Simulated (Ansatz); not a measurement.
Geometry optimisation, Ansatz, RKS LDA/def2-SVP.

Input:

```yaml
crystal:
  periodic: [false, false, false]
  atoms:
    - { symbol: B, position_ang: [0.031517, -0.42144, -0.378397] }
    - { symbol: F, position_ang: [-0.128699, 0.069619, 2.08255] }
    - { symbol: H, position_ang: [1.073947, 0.201632, -0.448546] }
    - { symbol: H, position_ang: [-1.055043, 0.022654, -0.71544] }
    - { symbol: O, position_ang: [0.154546, -1.746916, -0.014142] }
    - { symbol: H, position_ang: [-0.704351, -2.213407, -0.035434] }
    - { symbol: H, position_ang: [0.269882, -0.765742, 1.95401] }
basis:
  gaussian: { orbitals: def2-SVP }
hamiltonian:
  xc: lda
relax:
  f_tol: 0.03
  max_steps: 50
```

Launched with:

```bash
$ ansatz run input.yaml --threads 1 --pin off --max-ram 2048MiB --backend cpu --events-out ev --progress --plain --runs-dir out
```

Problem. Where does it end, and by what steps?

Solution. The forces met the threshold. After 14 steps the energy has fallen by 0.132 eV; H7 moved furthest, 0.42 Å.

| step | energy less start (eV) | largest force component (eV/Å) | accepted |
| --- | --- | --- | --- |
| 0 | 0.0000 | 0.930 | yes |
| 1 | -0.0814 | 0.406 | yes |
| 2 | -0.0985 | 0.684 | yes |
| 3 | -0.1119 | 0.593 | yes |
| 4 | -0.1187 | 0.198 | yes |
| 5 | -0.1212 | 0.071 | yes |
| 6 | -0.1249 | 0.093 | yes |
| 7 | -0.1295 | 0.126 | yes |
| 8 | -0.1307 | 0.072 | yes |
| 9 | -0.1311 | 0.040 | yes |
| 10 | -0.1313 | 0.064 | yes |
| 11 | -0.1314 | 0.034 | yes |
| 12 | -0.1314 | 0.060 | yes |
| 13 | -0.1314 | 0.026 | no |
| 14 | -0.1315 | 0.007 | yes |

```xyz
7
Properties=species:S:1:pos:R:3
B 0.040 -0.344 -0.152
F -0.074 0.041 1.704
H 1.083 0.234 -0.389
H -1.041 0.035 -0.575
O 0.178 -1.704 0.191
H -0.656 -2.196 0.069
H 0.113 -0.920 1.597
```

Whether the end is a true minimum wasn't checked by a vibrational analysis.

Run time: 17 s on 1 thread of Arm Neoverse V1 (shared host), peak memory 0.12 GiB.
